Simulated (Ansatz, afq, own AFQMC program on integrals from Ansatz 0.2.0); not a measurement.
# BH4, doublet in 6-31G, levels against full CI

```yaml
atoms:
  - { symbol: B, position_ang: [0.0000, 0.0000, 0.0000] }
  - { symbol: H, position_ang: [0.8215, 1.6096, 1.6059] }
  - { symbol: H, position_ang: [-0.8406, -1.6000, 1.6055] }
  - { symbol: H, position_ang: [-0.8178, 1.6019, -1.6154] }
  - { symbol: H, position_ang: [0.8369, -1.6114, -1.5960] }
```

Basis 6-31G. Noble-gas cores (and the filled d shells of Ga–Kr and In–Xe) are frozen. AFQMC by an in-house program on the Cholesky factors that Ansatz 0.2.0 writes for its CCSD(T) run. The CISD trial takes its coefficients from CCSD amplitudes. Released means that phaseless walkers are propagated on without the constraint, phases kept. Error bars are statistical, one sigma.

Determinant: UHF, the one that the program's search chose, which needn't be the lowest solution. The geometry is a point of a scan.

Full CI on the same integrals is exact in this basis and with this determinant's frozen core.

Cautions: strong correlation (T1 0.089, weight of the determinant 0.68, largest double 0.23); unrestricted determinant spin contaminated (⟨S²⟩ 2.53 against 0.75); CCSD(T) is in doubt: in a space of 7 electrons in 8 natural orbitals full CI lies 193 meV below it; the released energies are still falling, so no released level is given (meV from the phaseless value at times in 1/Eh: -5 ± 8 at 0.24, -21 ± 5 at 0.51, -30 ± 4 at 0.99, -46 ± 6 at 1.62, -48 ± 4 at 2.40).

```
T1 diagnostic                               : 0.0886
weight of the determinant in the CISD state : 0.682
⟨S²⟩ of the determinant                     : 2.527
size of the correlated space                : 7 electrons in 16 orbitals
```

Reference: full CI, correlation energy -2.112 eV. The cautions show a poor starting determinant, so the rows tell how each method copes with it here, and full CI is the sure value.

```
        level  E − E(reference) (meV)  share of correlation (%)
           HF                  2111.6                      0.00
          MP2                  1405.3                     33.45
         CCSD                   346.1                     83.61
      CCSD(T)                   279.8                     86.75
        CCSDT                   117.3                     94.45
     CCSDT(Q)                    75.8                     96.41
       CCSDTQ                    13.1                     99.38
  ph-AFQMC/HF            307.7 ± 10.3                     85.43
ph-AFQMC/CISD             179.8 ± 4.9                     91.48
```

CCSDT and higher add their correlation energy to the determinant of the CCSD(T) run, since their own runs factorise the integrals more tightly (a shift of under 2 meV).
